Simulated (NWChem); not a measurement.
# Atomisation of methylamine (CH5N)

SMILES: CN
```xyz
7

C     -0.0879     0.6951     0.0000
N      0.1985    -0.7322     0.0000
H      0.3721     1.1679    -0.8835
H      0.3721     1.1679     0.8835
H     -1.1629     0.9798     0.0000
H     -0.2216    -1.1804    -0.8146
H     -0.2216    -1.1804     0.8146
```
Charge 0, spin multiplicity 1.

The numbers come from NWChem runs, not from measurements. All single points use one geometry, from B3LYP/def2-SVP, a minimum by its harmonic frequencies.

Basis set: def2-TZVP. The atomisation energy is electronic alone: no zero-point, thermal, spin-orbit or counterpoise terms. No value is extrapolated to the basis-set limit. Free atoms are single determinants with multiplicities C 3, N 4, H 2. Correlated methods freeze the same cores in atoms and molecule, 2 orbitals in all.

B3LYP has NWChem's definition, with VWN1-RPA local correlation. The stability of the SCF solutions was not checked. Open-shell Hartree-Fock references start from PBE0 orbitals. Coupled-cluster values serve here as a point of comparison, not as the truth.

```tsv
method	atomisation energy (kcal/mol)
HF	…
CAM-B3LYP	583.8
BLYP	579.6
CCSD(T)	…
TPSS	584.9
PBE	…
B3LYP	581.5
MP2	557.0
PBE0	578.9
LDA (SVWN5)	…
```

**Question.** What belongs in the gaps?

**Answer.** 
- HF, atomisation energy (kcal/mol): 413.4
- CCSD(T), atomisation energy (kcal/mol): 556.7
- PBE, atomisation energy (kcal/mol): 588.8
- LDA (SVWN5), atomisation energy (kcal/mol): 658.5
